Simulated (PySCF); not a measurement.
## allyl methyl ether: full NMR table

```
Formula                               : C4H8O
SMILES                                : C=CCOC
InChI                                 : InChI=1S/C4H8O/c1-3-4-5-2/h3H,1,4H2,2H3
Point group of the computed structure : C1
Degrees of unsaturation               : 1
Carbon signals                        : 4
Proton signals                        : 5
```

Atoms are numbered as in `[CH2:1]=[CH:2][CH2:3][O:4][CH3:5]`; H(Xn) means a hydrogen on atom n. Ha(C1) is cis to C3; Hb(C1) is trans to C3.

Gas phase, non-relativistic, one computed conformer, rapidly exchanging positions averaged. PBE0-D3(BJ)/def2-SVP geometry; shielding tensors at PBE/pcSseg-2 (GIAO); B3LYP/pcJ-1 coupling constants (without the spin–dipole term); PySCF 2.14.0 with density-fitted response routines.

δ = σ(ref) − σ, references computed at the same level: 1H and 13C against TMS; 17O vs H2O.

```tsv
carbon	δC, type	δH (multiplicity, J in Hz)	HMBC from (abs. J ≥ 3 Hz)	span of the C tensor (ppm)
C1	123.0, CH2	Hb(C1) 5.27 (dq, 11.6, 1.8); Ha(C1) 5.44 (dq, 18.5, 1.9)	H(C3)	205
C2	150.6, CH	6.41 (ddt, 18.5, 11.6, 7.3)	H(C3)	233
C3	84.4, CH2	3.97 (dt, 7.3, 1.8)	Ha(C1), Hb(C1), H(C5)	74
C5	63.1, CH3	3.45 (s)	–	95
```

Other nuclei:
```json
{"atoms": "O4", "nucleus": "17O", "environment": "ether oxygen", "δ (ppm)": "34.8", "σ (ppm)": "293.1"}
```

Selected couplings (Hz, signed; the shortest-range and largest first, 30 at most; isotopes 13C, 1H): 1J(C1,Hb(C1)) 169.5, 1J(C1,Ha(C1)) 163.9, 1J(C2,H(C2)) 163.9, 1J(C5,H(C5)) 144.6, 1J(C3,H(C3)) 141.9, 1J(C1,C2) 77.4, 1J(C2,C3) 52.4, 2J(C1,C3) 3.3, 2J(Hb(C1),Ha(C1)) 2.0, 2J(C3,C5) -1.7, 3J(Ha(C1),H(C2)) 18.5, 3J(Hb(C1),H(C2)) 11.6, 3J(H(C2),H(C3)) 7.3, 3J(C2,C5) 6.8, 4J(Ha(C1),H(C3)) -1.9, 4J(Hb(C1),H(C3)) -1.7.

Carbon types of the structure: 1 × CH, 2 × CH2, 1 × CH3, which accounts for all hydrogens. δC 150.6: alkene CH; the olefinic region. δC 123.0: terminal =CH2 carbon; the olefinic region. δC 84.4: allylic sp3 CH2 bonded to O; pulled downfield by the heteroatom. δC 63.1: methyl carbon bonded to O; pulled downfield by the heteroatom. δH 6.41: hydrogen on an alkene CH; attached to an sp2 carbon and in the plane of the double bond. The protons at 5.44 and 6.41 share a coupling of 18.5 Hz (vicinal, trans across C=C). The protons at 5.27 and 6.41 share a coupling of 11.6 Hz (vicinal, cis across C=C). The protons at 6.41 and 3.97 share a coupling of 7.3 Hz (vicinal).

Splittings below 1 Hz are ignored in the labels, and close J values are merged. Unscaled 3J(H,H) at this level run about 10 % above measured values. Shifts are as computed, not scaled to solution data. Of 1211 compounds with measured shifts, 218 miss one by over three times the rms of a fit or turn the order of signals round; such compounds aren't used in these exercises. Couplings across =CH–CH2 type bonds come from one rotamer and its mirror image, and can be 1–2 Hz further off. Experimental scales use liquid or dissolved standards, which lie at an offset from isolated H2O (liquid H2O: subtract about 36 ppm).
